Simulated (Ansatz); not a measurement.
Basis-set extrapolation for H$_{2}$P radical (PBE0-D4/def2-TZVP geometry, frozen core, the Gaussian-basis code of Ansatz). Multiplicity 2, UHF reference.

|  | cc-pV(T+d)Z | cc-pV(Q+d)Z |
| --- | --- | --- |
| HF | -341.888674 | -341.892139 |
| MP2 correlation | -0.137232 | -0.147372 |
| CCSD(T) correlation | -0.169859 | -0.178799 |

Energies in hartree. Use E(X) = E(∞) + A·exp(−5.46·√X) for Hartree–Fock and E(X) = E(∞) + B·X^(−3.05) for correlation, with X = 3 and 4.

Problem. What is the CCSD(T) energy at the basis-set limit?

Solution. HF limit: -341.892139 + (-0.003465) × 0.30130 = -341.89318. Correlation limit: -0.178799 + (-0.008940) × 0.71189 = -0.18516. Total: -342.07834 hartree, 12.4 kcal/mol below CCSD(T)/cc-pV(T+d)Z.
